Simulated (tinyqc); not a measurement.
Inside a calculation. Method: RHF in the sto-3g basis, for H2F+, spin multiplicity 1. One step of it, computed by the program tinyqc.

Question. Iteration 1: diagonalisation and new density. A level shift of 1 hartree raises the virtual space: F + shift (S - S D(s) S), with D(s) the density of one spin (D/2). Diagonalise F' = X^T F X, C = X C', fill 5 alpha and 5 beta electrons from the bottom; D = 2 C_occ C_occ^T. Each column has its largest component positive (the first on a tie).

Fock matrix F (hartree), order 1F 1s, 1F 2s, 1F 2px, 1F 2py, 1F 2pz, 2H 1s, 3H 1s:
$$\begin{pmatrix}
-26.345413 & -6.748936 & 0.000000 & 0.000355 & -0.023987 & -1.064182 & -1.084884 \\
-6.748936 & -3.422814 & 0.000000 & 0.001159 & -0.117096 & -1.116724 & -1.132637 \\
0.000000 & 0.000000 & -0.878880 & 0.000000 & 0.000000 & 0.000000 & 0.000000 \\
0.000355 & 0.001159 & 0.000000 & -0.939574 & 0.000540 & -0.496773 & 0.501357 \\
-0.023987 & -0.117096 & 0.000000 & 0.000540 & -0.911267 & -0.329432 & -0.332882 \\
-1.064182 & -1.116724 & 0.000000 & -0.496773 & -0.329432 & -0.773626 & -0.354671 \\
-1.084884 & -1.132637 & 0.000000 & 0.501357 & -0.332882 & -0.354671 & -0.782935
\end{pmatrix}$$

X, order 1F 1s, 1F 2s, 1F 2px, 1F 2py, 1F 2pz, 2H 1s, 3H 1s:
$$\begin{pmatrix}
1.023726 & -0.136214 & 0.000000 & 0.000106 & -0.005341 & 0.017617 & 0.017852 \\
-0.136214 & 1.145082 & 0.000000 & -0.001283 & 0.051475 & -0.206333 & -0.210512 \\
0.000000 & 0.000000 & 1.000000 & 0.000000 & 0.000000 & 0.000000 & 0.000000 \\
0.000106 & -0.001283 & 0.000000 & 1.068691 & -0.000479 & -0.168015 & 0.170074 \\
-0.005341 & 0.051475 & 0.000000 & -0.000479 & 1.021558 & -0.086891 & -0.088360 \\
0.017617 & -0.206333 & 0.000000 & -0.168015 & -0.086891 & 1.111641 & -0.067631 \\
0.017852 & -0.210512 & 0.000000 & 0.170074 & -0.088360 & -0.067631 & 1.114722
\end{pmatrix}$$

D at the start, order 1F 1s, 1F 2s, 1F 2px, 1F 2py, 1F 2pz, 2H 1s, 3H 1s:
$$\begin{pmatrix}
2.072160 & -0.300341 & 0.000000 & -0.001432 & 0.072044 & -0.128148 & -0.130361 \\
-0.300341 & 1.337006 & 0.000000 & 0.005486 & -0.262784 & 0.348568 & 0.354054 \\
0.000000 & 0.000000 & 2.000000 & 0.000000 & 0.000000 & 0.000000 & 0.000000 \\
-0.001432 & 0.005486 & 0.000000 & 1.586786 & 0.001705 & 0.303127 & -0.302956 \\
0.072044 & -0.262784 & 0.000000 & 0.001705 & 1.914128 & 0.092363 & 0.093879 \\
-0.128148 & 0.348568 & 0.000000 & 0.303127 & 0.092363 & 0.163336 & 0.049867 \\
-0.130361 & 0.354054 & 0.000000 & -0.302956 & 0.093879 & 0.049867 & 0.167947
\end{pmatrix}$$

overlap S, order 1F 1s, 1F 2s, 1F 2px, 1F 2py, 1F 2pz, 2H 1s, 3H 1s:
$$\begin{pmatrix}
1.000000 & 0.237990 & 0.000000 & 0.000000 & 0.000000 & 0.037056 & 0.037780 \\
0.237990 & 1.000000 & 0.000000 & 0.000000 & 0.000000 & 0.372055 & 0.376904 \\
0.000000 & 0.000000 & 1.000000 & 0.000000 & 0.000000 & 0.000000 & 0.000000 \\
0.000000 & 0.000000 & 0.000000 & 1.000000 & 0.000000 & 0.260734 & -0.263235 \\
0.000000 & 0.000000 & 0.000000 & 0.000000 & 1.000000 & 0.159681 & 0.161299 \\
0.037056 & 0.372055 & 0.000000 & 0.260734 & 0.159681 & 1.000000 & 0.173755 \\
0.037780 & 0.376904 & 0.000000 & -0.263235 & 0.161299 & 0.173755 & 1.000000
\end{pmatrix}$$

Give: F' = X^T F X; orbital energies; coefficients C; D after iteration 1.

Answer.

F' = X^T F X (hartree):
$$\begin{pmatrix}
-25.853 & -3.510 & 0.000 & 0.001 & -0.056 & -0.070 & -0.074 \\
-3.510 & -1.743 & 0.000 & -0.004 & 0.110 & -0.798 & -0.811 \\
0.000 & 0.000 & -0.879 & 0.000 & 0.000 & 0.000 & 0.000 \\
0.001 & -0.004 & 0.000 & -0.584 & -0.001 & -0.656 & 0.660 \\
-0.056 & 0.110 & 0.000 & -0.001 & -0.814 & -0.323 & -0.328 \\
-0.070 & -0.798 & 0.000 & -0.656 & -0.323 & 0.416 & -0.187 \\
-0.074 & -0.811 & 0.000 & 0.660 & -0.328 & -0.187 & 0.413
\end{pmatrix}$$

orbital energies (hartree): MO1 -26.356, MO2 -1.854, MO3 -1.095, MO4 -0.921, MO5 -0.879, MO6 0.948, MO7 1.113

coefficients C, order 1F 1s, 1F 2s, 1F 2px, 1F 2py, 1F 2pz, 2H 1s, 3H 1s:
$$\begin{pmatrix}
0.994 & -0.235 & -0.001 & 0.059 & 0.000 & -0.140 & 0.005 \\
0.024 & 0.859 & 0.005 & -0.259 & 0.000 & 0.782 & -0.029 \\
0.000 & 0.000 & 0.000 & 0.000 & 1.000 & 0.000 & 0.000 \\
0.000 & -0.001 & 0.822 & 0.004 & 0.000 & 0.019 & 0.723 \\
0.003 & 0.106 & -0.003 & 0.948 & 0.000 & 0.388 & -0.014 \\
-0.005 & 0.168 & 0.253 & 0.086 & 0.000 & -0.772 & -0.790 \\
-0.005 & 0.171 & -0.254 & 0.085 & 0.000 & -0.727 & 0.836
\end{pmatrix}$$

D after iteration 1, order 1F 1s, 1F 2s, 1F 2px, 1F 2py, 1F 2pz, 2H 1s, 3H 1s:
$$\begin{pmatrix}
2.095 & -0.386 & 0.000 & -0.001 & 0.067 & -0.079 & -0.080 \\
-0.386 & 1.613 & 0.000 & 0.005 & -0.311 & 0.246 & 0.247 \\
0.000 & 0.000 & 2.000 & 0.000 & 0.000 & 0.000 & 0.000 \\
-0.001 & 0.005 & 0.000 & 1.352 & 0.002 & 0.416 & -0.417 \\
0.067 & -0.311 & 0.000 & 0.002 & 1.821 & 0.198 & 0.199 \\
-0.079 & 0.246 & 0.000 & 0.416 & 0.198 & 0.199 & -0.056 \\
-0.080 & 0.247 & 0.000 & -0.417 & 0.199 & -0.056 & 0.202
\end{pmatrix}$$
